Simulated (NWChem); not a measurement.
All runs are NWChem calculations. System: dichloromethane (CH₂Cl₂), charge 0, spin multiplicity 1, at a geometry optimised with PBE0/def2-SVP. Level: CIS/aug-cc-pVDZ.

Job file:

```
start mol
memory heap 200 mb stack 900 mb global 1100 mb
geometry units angstroms nocenter noautoz
  Cl     1.477608     0.000000    -0.214511
  C      0.000000     0.000000     0.755926
  Cl    -1.477608     0.000000    -0.214511
  H      0.000000    -0.901498     1.378901
  H      0.000000     0.901498     1.378901
  symmetry group C2v
end
basis spherical
  * library aug-cc-pvdz
end
dft
  xc hfexch
  semidirect memsize 60000000 filesize 0
  iterations 100
end
tddft
  cis
  nroots 6
  notriplet
  thresh 1e-4
end
task tddft energy
```

NWChem printed:

```
             Northwest Computational Chemistry Package (NWChem) 7.3.0
             --------------------------------------------------------

                                NWChem Input Module
                                -------------------

 Scaling coordinates for geometry "geometry" by  1.889725989
 (inverse scale =  0.529177249)

 Turning off AUTOSYM since
 SYMMETRY directive was detected!

                             Geometry "geometry" -> ""
                             -------------------------

 Output coordinates in angstroms (scale by  1.889725989 to convert to a.u.)

  No.       Tag          Charge          X              Y              Z
 ---- ---------------- ---------- -------------- -------------- --------------
    1 Cl                  17.0000     1.47760800     0.00000000    -0.21451100
    2 C                    6.0000     0.00000000     0.00000000     0.75592600
    3 Cl                  17.0000    -1.47760800     0.00000000    -0.21451100
    4 H                    1.0000     0.00000000    -0.90149800     1.37890100
    5 H                    1.0000     0.00000000     0.90149800     1.37890100

 Effective nuclear repulsion energy (a.u.)     134.1996818889

            Nuclear Dipole moment (a.u.)
            ----------------------------
        X                 Y               Z
 ---------------- ---------------- ----------------
     0.0000000000     0.0000000000    -0.0000302356

      Symmetry information
      --------------------

 Group name             C2v
 Group number             16
 Group order               4
 No. of unique centers     3

      Symmetry unique atoms

     1    2    4


 Summary of "ao basis" -> "" (spherical)
 ------------------------------------------------------------------------------
       Tag                 Description            Shells   Functions and Types
 ---------------- ------------------------------  ------  ---------------------
 *                        aug-cc-pvdz                 on all atoms

  xc_inp: hfexch multiplicative factor not found.

                                 NWChem DFT Module
[...]
     Occ.   19  a1  ---  Virt.   30  a1      -0.13315
     Occ.   19  a1  ---  Virt.   34  a1       0.31261
     Occ.   19  a1  ---  Virt.   36  a1      -0.05079
     Occ.   19  a1  ---  Virt.   40  a1       0.12340
     Occ.   19  a1  ---  Virt.   44  a1       0.05994
     Occ.   20  b1  ---  Virt.   25  b1      -0.25119
     Occ.   20  b1  ---  Virt.   27  b1      -0.22536
     Occ.   20  b1  ---  Virt.   33  b1       0.12136
     Occ.   20  b1  ---  Virt.   35  b1       0.34186
     Occ.   20  b1  ---  Virt.   38  b1      -0.12273
     Occ.   20  b1  ---  Virt.   43  b1       0.08627
  ----------------------------------------------------------------------------
  Root   5 singlet b2             0.328512739 a.u.                8.9393 eV
  ----------------------------------------------------------------------------
     Transition Moments    X -0.00000   Y -0.43254   Z  0.00000
     Transition Moments   XX -0.00000  XY  0.00000  XZ  0.00000
     Transition Moments   YY -0.00000  YZ  1.42687  ZZ  0.00000
     Dipole Oscillator Strength                    0.0409749072
     Electric Quadrupole                           0.0000003844
     Magnetic Dipole                               0.0000011871
     Total Oscillator Strength                     0.0409764787

          sigma_e =   3.4405 Angstrom
          sigma_h =   1.8192 Angstrom
         |d_h->e| =   0.7770 Angstrom
            d_exc =   3.5399 Angstrom
            d_CD1 =   2.3984 Angstrom
            d_CD2 =  -1.8528 Angstrom
            d_CD3 =   4.3169 Angstrom
     Pearson C.C. =   0.2572

     Occ.   18  a2  ---  Virt.   25  b1      -0.30826
     Occ.   18  a2  ---  Virt.   35  b1       0.08557
     Occ.   18  a2  ---  Virt.   38  b1       0.08262
     Occ.   21  b2  ---  Virt.   22  a1      -0.76814
     Occ.   21  b2  ---  Virt.   24  a1       0.41612
     Occ.   21  b2  ---  Virt.   30  a1       0.20923
     Occ.   21  b2  ---  Virt.   34  a1       0.23568
     Occ.   21  b2  ---  Virt.   36  a1      -0.07908
  ----------------------------------------------------------------------------
  Root   6 singlet b1             0.338116834 a.u.                9.2006 eV
  ----------------------------------------------------------------------------
     Transition Moments    X  0.43817   Y -0.00000   Z -0.00000
     Transition Moments   XX -0.00000  XY  0.00000  XZ  2.01765
     Transition Moments   YY  0.00000  YZ -0.00000  ZZ  0.00000
     Dipole Oscillator Strength                    0.0432764858
     Electric Quadrupole                           0.0000008380
     Magnetic Dipole                               0.0000030353
     Total Oscillator Strength                     0.0432803590

          sigma_e =   3.5372 Angstrom
          sigma_h =   1.8575 Angstrom
         |d_h->e| =   0.6932 Angstrom
            d_exc =   3.6104 Angstrom
            d_CD1 =   2.3729 Angstrom
            d_CD2 =  -2.0041 Angstrom
            d_CD3 =   4.3037 Angstrom
     Pearson C.C. =   0.2593

     Occ.   16  a1  ---  Virt.   25  b1       0.06188
     Occ.   19  a1  ---  Virt.   25  b1       0.35062
     Occ.   19  a1  ---  Virt.   35  b1      -0.09464
     Occ.   19  a1  ---  Virt.   38  b1      -0.08555
     Occ.   20  b1  ---  Virt.   22  a1       0.74492
     Occ.   20  b1  ---  Virt.   24  a1      -0.45153
     Occ.   20  b1  ---  Virt.   26  a1      -0.08354
     Occ.   20  b1  ---  Virt.   28  a1      -0.07720
     Occ.   20  b1  ---  Virt.   30  a1      -0.18547
     Occ.   20  b1  ---  Virt.   34  a1      -0.14453
     Occ.   20  b1  ---  Virt.   36  a1       0.13522

              Target root =      1
          Target symmetry = none
      Ground state energy =   -958.039203970426
        Excitation energy =      0.293241871496
     Excited state energy =   -957.745962098931

  stored tddft:energy   -957.74596209893070

 Task  times  cpu:      157.3s     wall:      157.3s

 Total times  cpu:      157.3s     wall:      157.3s
```
